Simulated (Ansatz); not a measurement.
Input file:

```yaml
crystal:
  periodic: [false, false, false]
  atoms:
    - {symbol: Ge, position_ang: [-0.000006, 0.261120, 2.312170]}
    - {symbol: Si, position_ang: [-0.000010, 0.377396, -1.032021]}
    - {symbol: N, position_ang: [0.000040, 0.221404, 0.601446]}
    - {symbol: H, position_ang: [-0.000024, -0.859920, -1.881595]}
basis:
  gaussian: {orbitals: cc-pVDZ}
magnetization: {spin_polarized: true, initial_magnetization: 4}
correlation: {method: mp2, electrons: outside_noble_gas}
scf: {lower_state_search: full}
```

```sh
$ ansatz run in.yaml --threads 1 --pin off --events-out ev --progress --plain --max-ram 2393MiB
```

Output:

```
692 factors; integrals over basis functions are off by at most 1.3e-3 eV
mean field evaluation 1: about -65823.9619 eV, gradient 2.0e1 eV
mean field evaluation 2: about -65823.9688 eV, gradient 2.0e1 eV
mean field evaluation 4: about -65826.7051 eV, gradient 3.7e0 eV
mean field evaluation 8: about -65827.3092 eV, gradient 1.2e0 eV
mean field evaluation 16: about -65827.6016 eV, gradient 1.2e-2 eV
mean field evaluation 32: about -65823.2674 eV, gradient 9.7e0 eV
mean field evaluation 64: about -65827.9912 eV, gradient 5.7e-1 eV
mean field evaluation 96: about -65826.5788 eV, gradient 2.9e0 eV
mean field evaluation 128: about -65827.9960 eV, gradient 5.4e-2 eV
mean field evaluation 160: about -65827.6878 eV, gradient 2.9e-2 eV
mean field evaluation 192: about -65749.4499 eV, gradient 1.7e2 eV
mean field evaluation 224: about -65822.7735 eV, gradient 2.3e0 eV
mean field evaluation 256: about -65827.6016 eV, gradient 7.3e-3 eV
mean field evaluation 288: about -65820.5074 eV, gradient 1.8e1 eV
mean field evaluation 320: about -65823.1162 eV, gradient 3.9e0 eV
mean field evaluation 352: about -65827.9951 eV, gradient 1.1e-1 eV
mean field evaluation 384: about -65827.9980 eV, gradient 4.8e-2 eV
mean field -65827.99805827 eV, -2419.1343088218 hartree, gradient 2.6e-6 eV, S^2 6.026879; 24 other end points of the search recorded, 0 dependent functions left out
20 core orbitals not correlated: weight in the atoms' cores, before any rotation towards them, 0.994 or more for the frozen orbitals, at most 0.005 for the correlated occupied ones
reference -65827.99805827 eV, -2419.1343088218 hartree; 9, 5 occupied and 35, 39 virtual orbitals, 692 factors
second order -6.48445045 eV of doubles, -0.00000000 eV of singles
Total energy: -65834.48250872 eV, -2419.3726079804 hartree
```

Ran on 1 thread of Arm Neoverse V1, shared host: 24 s wall, 0.24 GiB peak host memory.
